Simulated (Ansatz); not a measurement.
**NH2Cl (triplet): wave-function methods side by side at distance Cl1–H2 along a hydrogen transfer = 1.189 Å, cc-pVDZ**

Aim: climb from Hartree-Fock through coupled cluster and multireference methods for NH2Cl (triplet) at one geometry and basis, and see what each rung misses.

Computed with Ansatz 0.2.0, Gaussian basis. Level: cc-pVDZ, core rule «outside noble gas», up to 6 orbitals frozen.

Plan: UHF; CCSD(T) on ROHF; CCSD(T) on UHF; BCCD(T) on ROHF; CISD; CCSDT(Q) on ROHF; CCSDT(Q) on UHF; CASSCF and MRCISD+Q, 4 electrons in 4 orbitals; CASSCF and NEVPT2, 4 electrons in 4 orbitals; CASSCF and MRCISD+Q, 14 electrons in 10 orbitals; CASSCF and NEVPT2, 14 electrons in 10 orbitals.

5 further runs of the same task are left out: 5 that didn't finish.

### 1 The geometry

The geometry derives from fragments relaxed apart (PBE0/def2-TZVP) and kept rigid, so it is no stationary point. A hydrogen atom is moved between rigid fragments.

4 atoms, charge 0, spin multiplicity 3.

Atoms are counted from 1 here; the program's logs count them from 0.

Bond lengths: Cl1–H2 1.189 Å, N3–H4 1.040 Å.

### 2 UHF

Input file in.yaml:

```yaml
crystal:
  periodic: [false, false, false]
  atoms:
    - {symbol: Cl, position_ang: [-0.802390, 0.019664, 0.000000]}
    - {symbol: H, position_ang: [0.386610, 0.019664, 0.000000]}
    - {symbol: N, position_ang: [1.850610, 0.019664, 0.000000]}
    - {symbol: H, position_ang: [2.119692, -0.984563, 0.000000]}
basis:
  gaussian: {orbitals: cc-pVDZ}
magnetization: {spin_polarized: true, initial_magnetization: 2}
hamiltonian: {xc: hf}
output: {orbitals: {seedname: orbitals}}
```

On the command line:

```
ansatz run in.yaml --threads 1 --pin off --events-out ev --progress --plain --max-ram 2393MiB
```

The runs that follow: CCSD(T) on ROHF; CCSD(T) on UHF; BCCD(T) on ROHF; CISD; CCSDT(Q) on ROHF; CCSDT(Q) on UHF; CASSCF and MRCISD+Q, 4 electrons in 4 orbitals; CASSCF and NEVPT2, 4 electrons in 4 orbitals; CASSCF and MRCISD+Q, 14 electrons in 10 orbitals; CASSCF and NEVPT2, 14 electrons in 10 orbitals.

Before running them: what should the planned runs give, taken together? Wanted: UCCSDT(Q) below the RHF energy; RMP2 from UCCSDT(Q); UMP2 from UCCSDT(Q); RCCSD from UCCSDT(Q); RCCSD(T) from UCCSDT(Q); UCCSD(T) from UCCSDT(Q); RCCSDT(Q) from UCCSDT(Q); NEVPT2 pair from UCCSDT(Q); MRCISD+Q pair from UCCSDT(Q).

**Answer**, as computed:

```
                         quantity                                                                                    value
   UCCSDT(Q) below the RHF energy                                                                               -8.3465 eV
              RMP2 from UCCSDT(Q)                                                                              +1092.5 meV
              UMP2 from UCCSDT(Q)                                                                              +1089.7 meV
             RCCSD from UCCSDT(Q)                                                                               +163.5 meV
          RCCSD(T) from UCCSDT(Q)                                                                                +28.6 meV
          UCCSD(T) from UCCSDT(Q)                                                                                +27.2 meV
         RCCSDT(Q) from UCCSDT(Q)                                                                                 +1.4 meV
       NEVPT2 pair from UCCSDT(Q)                                                                              +1035.9 meV
     MRCISD+Q pair from UCCSDT(Q)                                                                                +42.7 meV
    NEVPT2 valence from UCCSDT(Q)                                                                              +1416.7 meV
levels within 1 kcal/mol (43 meV)  RCCSD(T), UCCSD(T), BCCD(T), RCCSDT, UCCSDT, RCCSDT(Q), MRCISD+Q pair, MRCISD+Q valence
                    T1 diagnostic                                                                                    0.017
   effectively unpaired electrons                                                                                     2.01
```

**Reading.** RCCSD(T) lands +28.6 meV from the yardstick (0.3 % of the correlation energy). One determinant dominates. Of the multireference levels listed MRCISD+Q valence comes nearest in total energy (+31.2 meV), which doesn't show that its space is the better one. These misses are within one basis, not against nature; the frozen cores of restricted and unrestricted runs differ, which can shift their rows.
